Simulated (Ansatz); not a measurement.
Structure optimisation: nickel, fcc

These are results of DFT, PBEsol, plane waves (420 eV) with PAW, scalar-relativistic in Ansatz 0.2.0, not measurements. (PAW data from PBE, frozen cores regenerated.)

k-point mesh 13×13×9, Fermi-Dirac smearing 0.05 eV, starting moments 0.80, -0.80 μB. Cell and atoms relax.

Starting structure:

```yaml
crystal:
  lattice:
    - [2.49176, 0.00000, 0.00000]
    - [0.00000, 2.49176, 0.00000]
    - [0.00000, 0.00000, 3.52388]
  atoms:
    - { symbol: Ni, position: [0.00000, 0.00000, 0.00000] }
    - { symbol: Ni, position: [0.50000, 0.50000, 0.50000] }
```

**Question.** What cell does the relaxation end in?

**Answer.** Fm-3m with a = 3.457 Å; 10.33 Å³ per atom against 10.94 at the start (-5.6 %).

**Question.** How much energy does the relaxation gain?

**Answer.** 23.4 meV per atom.

**Question.** Which magnetic state does it end in?

**Answer.** non-magnetic.
